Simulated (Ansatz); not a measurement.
System: diamond-structure Ge. Method: r²SCAN (Ansatz, a first-principles code, plane waves, PAW).

Settings: plane-wave cutoff 500 eV, 12×12×12 k mesh, Fermi–Dirac smearing 0.05 eV, scalar-relativistic PAW data made under PBE.

Cell (relaxed at this level):

Ge is modelled in the cubic space group Fd-3m, origin choice 1 (No. 227), the diamond structure, Pearson symbol cF8. Cell: a = b = c = 5.675 Å, α = β = γ = 90.00°. Ge on 8b is coordinated by 4 Ge at 2.457 Å (tetrahedral). (Neighbours: up to the widest gap in distance over summed covalent radii, below 1.35, at either atom.)
(The calculation used a cell of 2 atoms; values per cell refer to that cell.)

Problem. Give the computed band gap.

Solution. 
* **band gap**: 0.35 eV (on the SCF k mesh)

Measured, for comparison: band gap 0.79 eV (measured zero-point renormalisation of 52 meV added back here; inputs from Miglio et al. (2020), arXiv:2011.12765).

Spin–orbit coupling is not included.

Static lattice: no zero-point or thermal effects.

It cost very roughly 17 core-seconds of CPU time.
